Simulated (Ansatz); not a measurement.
Energy needed to pull apart F2, singlet, into free ground-state atoms, from the structure below (displaced at random from a GFN2-xTB minimum); no zero-point or spin–orbit terms; open-shell atoms are treated unrestricted, in their ground-state multiplicity.

```xyz
2
angstrom
F -0.6142 0.2484 -0.2957
F 0.6073 -0.2141 0.3089
```

Ansatz 0.2.0; basis: def2-TZVPP; cores frozen in the correlated methods.

| method | atomization energy (kJ/mol) |
| --- | --- |
| PBE-D4 | 222 |
| r2SCAN-D4 | 161 |
| B97M-V | ? |
| PBE0-D4 | 141 |
| LC-wPBE | 151 |
| wB97M-V | ? |
| HF | -166 |
| MP2 | 165 |
| CCSD | 114 |
| CCSD(T) | 145 |

Task: What does wB97M-V give? (An estimate is asked for; the value comes from the calculation.)

Result: Computed: 152 kJ/mol, which is about 8 kJ/mol more than CCSD(T)/def2-TZVPP.

Task: What does B97M-V give? (To be estimated.)

Result: By the calculation: 159 kJ/mol, which is about 14 kJ/mol more than CCSD(T)/def2-TZVPP.

In triple zeta the MP2 and coupled-cluster atomization energies are still short of their basis limit by a few kcal/mol a bond, whereas those of the functionals are nearly converged, so these differences are not deviations from converged CCSD(T).

The T1 diagnostic stays at or below 0.013. The restricted Hartree–Fock reference is unstable towards an unrestricted one here. A large double-excitation amplitude points to some diradical character; no triplet was computed.

For scale, one of the runs: CCSD(T)/def2-TZVPP forces, 62 basis functions (an equivalent command: `ansatz run in.yaml --threads 4`). The run took about 1.1 s on 4 CPU threads (shared host).
